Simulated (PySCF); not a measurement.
**Exercise with solution: chemical shift, span and skew from a shielding tensor**

CH3S, SMILES C[S] (connectivity only; charge and spin as stated), charge -1, multiplicity 1. Atoms are numbered in the order given.

```xyz
5

C      0.0000     0.0000     1.1160
S      0.0000     0.0000    -0.7044
H      0.8824     0.5095     1.5248
H     -0.8824     0.5095     1.5248
H      0.0000    -1.0189     1.5248
```
Charge -1, spin multiplicity 1.

Geometry optimised at PBE0-D3(BJ)/def2-TZVPD. The multiplicity is an assumed one; other spin states were not compared. The isomer is the one that the SMILES or the coordinates give; other isomers of the formula were not compared.

GIAO shieldings from PBE0/pcSseg-2 in PySCF, non-relativistic, no solvent. The symmetric part of the tensor of C1 has the principal values 152.9, 152.9, 188.2 ppm. The same nucleus in TMS has σ = 186.1 ppm at this level (PySCF, at its B3LYP-D3(BJ)/def2-TZVP geometry).

Q: Work out the isotropic shielding, the ¹³C shift against TMS, the span and the skew.

A: 
σ(iso) = (σ11 + σ22 + σ33)/3 = 164.7 ppm. δ = σ(ref) − σ(iso) = 186.1 − (164.7) = 21.4 ppm.
Span Ω = σ33 − σ11 = 35.3 ppm. Skew κ = 3(σ(iso) − σ22)/Ω = 1.00, an axial tensor. Tumbling in solution averages the tensor to δ; in a static solid the shielding alone would spread this spin-1/2 line over Ω.
